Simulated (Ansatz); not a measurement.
Sr (fcc, Cu type): values from a third-order Birch-Murnaghan fit to a volume scan beside measured ones. Computed values: r2SCAN (plane waves to 500 eV, PAW, scalar-relativistic; Ansatz, an electronic-structure program). Sr was relaxed with its symmetry unable to fall. The PAW data are Ansatz's earlier set.

```json
[
 {"quantity": "Lattice constant a (Å)", "reference": "6.045", "kind": "measured, corrected to the static lattice", "r2SCAN": "6.101", "difference": "+0.9 %"},
 {"quantity": "Bulk modulus B₀ (GPa)", "reference": "12.5", "kind": "measured, corrected to the static lattice", "r2SCAN": "11.8", "difference": "-5.9 %"}
]
```

r2SCAN overestimates the lattice constant a by 0.9 %. r2SCAN underestimates the bulk modulus B₀ by 5.9 %.

References as given in: Gábor I. Csonka, John P. Perdew, Adrienn Ruzsinszky et al., Physical Review B (2009), arXiv:0903.4037; H. Levämäki, M. P. J. Punkkinen, K. Kokko et al., Physical Review B (2014), arXiv:1402.3671.

(A scan under strain: stresses follow from slopes of the energy per volume, elastic moduli from its curvatures.)
